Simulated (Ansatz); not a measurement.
Reaction (SMILES): F[C]Cl (closed-shell singlet) + 3 [H][H] (H2) → C (CH4) + Cl (HCl) + F (HF)
B3LYP-D3(BJ)/def2-TZVP geometries, fixed; electronic energies without zero-point terms.
Largest species:
```xyz
5

C      0.0000     0.0000     0.0000
H      0.6205     0.6269     0.6390
H     -0.6429    -0.6249     0.6185
H      0.6369    -0.6328    -0.6166
H     -0.6146     0.6308    -0.6409
```

Basis-set convergence of the energy of full hydrogenation at HF with Ansatz (a program for electronic structure). Cartesian d functions, on some or all atoms, in 6-311G**; all else is spherical. A restricted Hartree-Fock determinant is unstable towards unrestricted orbitals. No added dispersion term, no relativity. Functions are those of the species that has most. Reference: the value in pcseg-4, -128.27 kcal/mol, itself unsure by roughly 0.16 kcal/mol (its mean distance from aug-pcseg-3, aug-cc-pV(Q+d)Z, cc-pV(5+d)Z). Deviations are taken from unrounded values.

```
basis              functions  energy of full hydrogenation (kcal/mol)  minus reference (kcal/mol)
-----------------  ---------  ---------------------------------------  --------------------------
6-31G                     31                                  -140.17                      -11.90
def2-SV(P)                46                                  -117.71                       10.56
pcseg-1                   46                                  -133.68                       -5.41
cc-pV(D+d)Z               51                                  -130.58                       -2.31
6-311G**                  63                                  -131.62                       -3.35
6-311++G(2d,2p)           89                                  -131.93                       -3.67
6-311++G(3df,3pd)        125                                  -128.54                       -0.27
jun-cc-pV(T+d)Z          126                                  -128.69                       -0.42
pcseg-4                  345                                  -128.27                        0.00
```

The smallest set listed that lies within 1 kcal/mol of the reference with all its larger relatives (same family, alike in diffuse functions; a set with none counts only in the reference's own line) is jun-cc-pV(T+d)Z (126 functions, -0.42 kcal/mol off). Inside, with no larger relative to test it: 6-311++G(3df,3pd). (Relatives not listed, tested too: aug-cc-pV(T+d)Z -0.12, aug-cc-pV(Q+d)Z 0.14 kcal/mol.)
